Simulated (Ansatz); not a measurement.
## Relaxing Nb

Theory: Ansatz 0.2.0, DFT PBEsol, scalar-relativistic, plane waves, PAW. Cutoff 420 eV, Γ-centred k mesh, Gaussian smearing, no spin polarisation in the final step.

The start puts Nb on the beta-tungsten (A15) structure type (Pm-3n, No. 223), at a guessed volume.

```xyz
8
Lattice="5.2900 0.0000 0.0000 0.0000 5.2900 0.0000 0.0000 0.0000 5.2900" Properties=species:S:1:pos:R:3 pbc="T T T"
Nb    2.6450    2.6450    2.6450
Nb    0.0000    0.0000    0.0000
Nb    1.3225    0.0000    2.6450
Nb    2.6450    1.3225    0.0000
Nb    2.6450    3.9675    0.0000
Nb    3.9675    0.0000    2.6450
Nb    0.0000    2.6450    3.9675
Nb    0.0000    2.6450    1.3225
```

Cell and atoms relax at zero pressure; the relaxation can't lower the symmetry of the start. After a coarse first stage the cell is made exact in the group found at 0.06 Å.

Energies count from the standard state of Nb at the same level.

(1) What does it relax into?

(2) What are its volume, energy, density and gap?

## Answers

(1) It keeps Pm-3n (No. 223). The result has the beta-tungsten (A15) structure. Conventional cell: a = 5.235 Å. Around Nb on Wyckoff site a (2 atoms of the primitive cell) lie 12 Nb at 2.93 Å; Nb on Wyckoff site c (6 atoms of the primitive cell) is coordinated by 2 Nb at 2.62 Å, 4 Nb at 2.93 Å and 8 Nb at 3.21 Å.

```
Nb
1.0
     5.23531    0.00000    0.00000
     0.00000    5.23531    0.00000
     0.00000    0.00000    5.23531
Nb
8
Direct
  0.50000 0.50000 0.50000
  0.00000 0.00000 0.00000
  0.25000 0.00000 0.50000
  0.50000 0.25000 0.00000
  0.50000 0.75000 0.00000
  0.75000 0.00000 0.50000
  0.00000 0.50000 0.75000
  0.00000 0.50000 0.25000
```

(2) The volume per atom is 17.94 Å³ and the density is 8.60 g/cm³. The energy over the standard structure is 0.12 eV/atom. The gap on the 8×8×8 mesh is 0 eV (a metal).

The final run used a 8×8×8 mesh on its 8-atom cell and 0.10 eV smearing. For metals, differences of a few meV/atom aren't resolved. A structure relaxed within its symmetry needn't be a true minimum.